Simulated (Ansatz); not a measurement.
Predict the output of the script below (the Python package of Ansatz (0.2.0)).

Script `disp_c6h6.py`:
```python
"""Size of D3 and D4 in C6H6."""

import ansatz as az
from ase import Atoms

atoms = Atoms(["C", "C", "C", "C", "C", "C", "H", "H", "H", "H", "H", "H"], positions=[
    (2.9894, -0.0801, 0.6314),
    (1.9171, -0.6303, 0.1479),
    (0.8464, -1.1828, -0.3362),
    (-0.3753, -0.4668, -0.2909),
    (-1.4143, 0.1346, -0.2558),
    (-2.6768, 0.8709, -0.2107),
    (3.2523, -0.2066, 1.6752),
    (3.6245, 0.5356, 0.0051),
    (0.8754, -2.1749, -0.7701),
    (-3.4907, 0.2743, -0.6337),
    (-2.6055, 1.8012, -0.7822),
    (-2.9425, 1.1251, 0.8198),
])
mol = az.Crystal.molecule_from_ase(atoms)

calc = (
    mol.calculation()
    .basis(gaussian="def2-SVP")
    .accuracy("high")
    .scf(lower_state_search="light")
)
for name in ["pbe0", "pbe"]:
    for correction in ("d3bj", "d4"):
        data = calc.functional(name, dispersion=correction).run().report
        print(f"{name:8s} {correction:5s} total {data['free_energy_ev']:.5f} eV, of which dispersion {1000 * data['dispersion']['energy']['ev']:.2f} meV")
```

Output of `python disp_c6h6.py`:
```text
pbe0     d3bj  total -6304.12176 eV, of which dispersion -193.02 meV
pbe0     d4    total -6304.10923 eV, of which dispersion -180.49 meV
pbe      d3bj  total -6303.50870 eV, of which dispersion -224.36 meV
pbe      d4    total -6303.49836 eV, of which dispersion -214.03 meV
```

Reading the output:
- These settings explore the input space; basis and method may be short of convergence.
- The geometry is a force-field or estimated start, not a minimum of this method, and the basis set is short of its limit. D4 holds the three-body term, and d3bj doesn't.
- Hardware and time: 40 s on 1 thread of Arm Neoverse V1, on a shared host, peak memory 0.51 GiB.
